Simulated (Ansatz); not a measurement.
in.yaml

```yaml
crystal:
  periodic: [false, false, false]
  atoms:
    - {symbol: Al, position_ang: [0.000000, -0.155298, 1.307042]}
    - {symbol: Al, position_ang: [0.000000, 0.151710, -1.309736]}
    - {symbol: H, position_ang: [0.000000, 1.241746, 2.355983]}
    - {symbol: H, position_ang: [0.000000, -1.145692, -2.283863]}
basis:
  gaussian: {orbitals: 6-31G}
magnetization: {spin_polarized: false}
hamiltonian: {xc: {name: B3LYP}, pseudopotentials: {relativity: none}}
correlation: {method: bccd_t, electrons: outside_noble_gas}
scf: {lower_state_search: light}
output: {forces: true}
```

```sh
$ ansatz run in.yaml --threads 1 --pin off --events-out ev --progress --plain --max-ram 2393MiB
```

Problem. Roughly how long does this take on 1 thread of Arm Neoverse V1, shared host, and how much host memory?

Solution. 1.8 s wall and 0.09 GiB.

```
340 factors; integrals over basis functions are off by at most 1.5e-4 eV
mean field evaluation 1: about -13223.3699 eV, gradient 1.1e1 eV
mean field evaluation 2: about -13223.3662 eV, gradient 1.1e1 eV
mean field evaluation 4: about -13223.9373 eV, gradient 8.0e-1 eV
mean field evaluation 8: about -13223.9411 eV, gradient 8.8e-3 eV
mean field -13223.94106923 eV, -485.9708707850 hartree, gradient 3.8e-6 eV, S^2 0.000000; 0 other end points of the search recorded, 0 dependent functions left out
10 core orbitals not correlated: weight in the atoms' cores, before any rotation towards them, 1.000 or more for the frozen orbitals, at most 0.000 for the correlated occupied ones
reference -13193.35253838 eV, -484.8467630098 hartree; 4, 4 occupied and 16, 16 virtual orbitals, 340 factors
second order -2.05924216 eV of doubles, -0.15543040 eV of singles
cycle   1  -2.65257796 eV  change   -4.4e-1 eV  update   8.4e-2
cycle   2  -2.93051596 eV  change   -2.8e-1 eV  update   4.0e-2
cycle   3  -2.94978685 eV  change   -1.9e-2 eV  update   1.3e-2
cycle   4  -2.94907421 eV  change    7.1e-4 eV  update   6.1e-3
cycle   5  -2.94824840 eV  change    8.3e-4 eV  update   2.5e-3
cycle   6  -2.94721032 eV  change    1.0e-3 eV  update   9.2e-4
cycle   7  -2.94713518 eV  change    7.5e-5 eV  update   3.5e-4
cycle   8  -2.94723461 eV  change   -9.9e-5 eV  update   1.2e-4
cycle   9  -2.94720333 eV  change    3.1e-5 eV  update   3.7e-5
cycle  10  -2.94720360 eV  change   -2.7e-7 eV  update   1.3e-5
cycle  11  -2.94720428 eV  change   -6.8e-7 eV  update   4.9e-6
cycle  12  -2.94720479 eV  change   -5.1e-7 eV  update   1.7e-6
perturbative correction -0.07879815 eV, -0.0028957785 hartree
the calculation of the forces begins
mean field evaluation 16: about -13193.3493 eV, gradient 9.7e0 eV
Total energy: -13196.37854132 eV, -484.9579665668 hartree
Atom 0 at     0.000000    -0.155298     1.307042 Å, force     0.000000     0.518114     0.710590 eV/Å
Atom 1 at     0.000000     0.151710    -1.309736 Å, force    -0.000000     0.407878    -0.002929 eV/Å
Atom 2 at     0.000000     1.241746     2.355983 Å, force     0.000000    -0.521102    -0.360210 eV/Å
Atom 3 at     0.000000    -1.145692    -2.283863 Å, force    -0.000000    -0.404890    -0.347452 eV/Å
Dipole moment:    -0.000000    -0.045404    -0.061442 e Å
```

Forces (eV/Å):
```
Al   0.000  0.518  0.711
Al   0.000  0.408 -0.003
H    0.000 -0.521 -0.360
H    0.000 -0.405 -0.347
```
